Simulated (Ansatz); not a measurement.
# CH₆BSi+: functionals against CCSD(T) at one geometry

A test off equilibrium: a structure displaced at random from a GFN2-xTB minimum is computed at several levels, and each is set against CCSD(T).

Computed with Ansatz 0.2.0, Gaussian basis. Level: single points in def2-TZVPP.

Correlated methods freeze the cores.

### Step 1. The starting structure

SMILES `B[CH+][SiH3]`, 9 atoms, charge 1, spin multiplicity 1.

Atoms are counted from 1 here; the program's logs count them from 0.

Bond lengths: B1–C2 1.427 Å, B1–H4 1.189 Å, B1–H5 1.186 Å, C2–Si3 1.949 Å, C2–H6 1.079 Å, Si3–H7 1.455 Å, Si3–H8 1.447 Å, Si3–H9 1.462 Å. Angles: C2–B1–H4 127.6°, C2–B1–H5 120.7°, H4–B1–H5 111.6°, B1–C2–Si3 125.8°, B1–C2–H6 125.0°, Si3–C2–H6 109.2°, C2–Si3–H7 103.4°, C2–Si3–H8 108.6°, C2–Si3–H9 93.6°, H7–Si3–H8 117.4°, H7–Si3–H9 114.5°, H8–Si3–H9 115.4°.

Coordinates:

```csv
atom,x (Å),y (Å),z (Å)
B1,-0.8854,0.8463,-1.0421
C2,0.1312,0.6645,-0.0575
Si3,0.5951,-1.0208,0.8041
H4,-2.0442,1.0386,-0.8602
H5,-0.6330,0.7570,-2.1975
H6,0.7722,1.4452,0.3230
H7,2.0492,-1.0315,0.7620
H8,-0.0993,-2.0929,0.1232
H9,0.0289,-0.6244,2.0923
```

### Step 2. CCSD(T)/def2-TZVPP

Input file run/in.yaml:

```yaml
crystal:
  periodic: [false, false, false]
  atoms:
    - {symbol: B, position_ang: [-0.885400, 0.846300, -1.042100]}
    - {symbol: C, position_ang: [0.131200, 0.664500, -0.057500]}
    - {symbol: Si, position_ang: [0.595100, -1.020800, 0.804100]}
    - {symbol: H, position_ang: [-2.044200, 1.038600, -0.860200]}
    - {symbol: H, position_ang: [-0.633000, 0.757000, -2.197500]}
    - {symbol: H, position_ang: [0.772200, 1.445200, 0.323000]}
    - {symbol: H, position_ang: [2.049200, -1.031500, 0.762000]}
    - {symbol: H, position_ang: [-0.099300, -2.092900, 0.123200]}
    - {symbol: H, position_ang: [0.028900, -0.624400, 2.092300]}
basis:
  gaussian: {orbitals: def2-TZVPP}
total_charge: 1
correlation: {method: ccsd_t}
output: {forces: true}
```

No record of the launch command was kept for these runs.

### Step 3. PBE0-D4/def2-TZVPP

Changes to run/in.yaml since step 2:

```diff
@@ -15,3 +15,3 @@
 total_charge: 1
-correlation: {method: ccsd_t}
-output: {forces: true}
+hamiltonian: {xc: pbe0, dispersion: d4}
+output: {forces: true, orbitals: {seedname: orbitals}}
```

### Step 4. wB97M-V/def2-TZVPP

Changes to run/in.yaml since step 3:

```diff
@@ -15,3 +15,3 @@
 total_charge: 1
-hamiltonian: {xc: pbe0, dispersion: d4}
-output: {forces: true, orbitals: {seedname: orbitals}}
+hamiltonian: {xc: {name: wB97M-V}}
+output: {forces: true}
```

### Step 5. r2SCAN-D4/def2-TZVPP

Changes to run/in.yaml since step 4:

```diff
@@ -15,3 +15,3 @@
 total_charge: 1
-hamiltonian: {xc: {name: wB97M-V}}
+hamiltonian: {xc: r2scan, dispersion: d4}
 output: {forces: true}
```

### Step 6. PBE-D4/def2-TZVPP

Changes to run/in.yaml since step 5:

```diff
@@ -15,3 +15,3 @@
 total_charge: 1
-hamiltonian: {xc: r2scan, dispersion: d4}
+hamiltonian: {xc: pbe, dispersion: d4}
 output: {forces: true}
```

### Step 7. r2SCAN0-D4/def2-TZVPP

Changes to run/in.yaml since step 6:

```diff
@@ -15,3 +15,3 @@
 total_charge: 1
-hamiltonian: {xc: pbe, dispersion: d4}
+hamiltonian: {xc: {name: r2SCAN0}, dispersion: d4}
 output: {forces: true}
```

### Step 8. BLYP-D4/def2-TZVPP

Changes to run/in.yaml since step 7:

```diff
@@ -15,3 +15,3 @@
 total_charge: 1
-hamiltonian: {xc: {name: r2SCAN0}, dispersion: d4}
+hamiltonian: {xc: {name: BLYP}, dispersion: d4}
 output: {forces: true}
```

(Steps that only read results are left out.)

**Question.** What will these runs give? Wanted: energy less free atoms, CCSD(T)/def2-TZVPP; RMS force component; RMS force error; HOMO and LUMO, PBE0-D4; T1 diagnostic.

**Answer**, as computed:

| quantity | value |
| --- | --- |
| energy less free atoms, CCSD(T)/def2-TZVPP | -2029.8 kJ/mol |
| RMS force component | 0.379 to 0.472 eV/Å over the methods |
| RMS force error | PBE0-D4 0.195, wB97M-V 0.110, r2SCAN-D4 0.246, PBE-D4 0.338, r2SCAN0-D4 0.152, BLYP-D4 0.238 eV/Å |
| HOMO and LUMO, PBE0-D4 | -15.43 and -9.94 eV |
| T1 diagnostic | 0.025 |

Against CCSD(T) the functionals' energies less atoms differ by -109.0 to -72.3 kJ/mol, PBE-D4 by -109.0 kJ/mol. A larger basis would deepen the CCSD(T) value, while the functionals are nearly converged already, so the order here is not reliable. The forces of wB97M-V come nearest to CCSD(T), those of PBE-D4 are farthest. Frozen-core CCSD(T) forces in triple zeta carry basis errors of their own, and this is one geometry, so small gaps rank nothing.
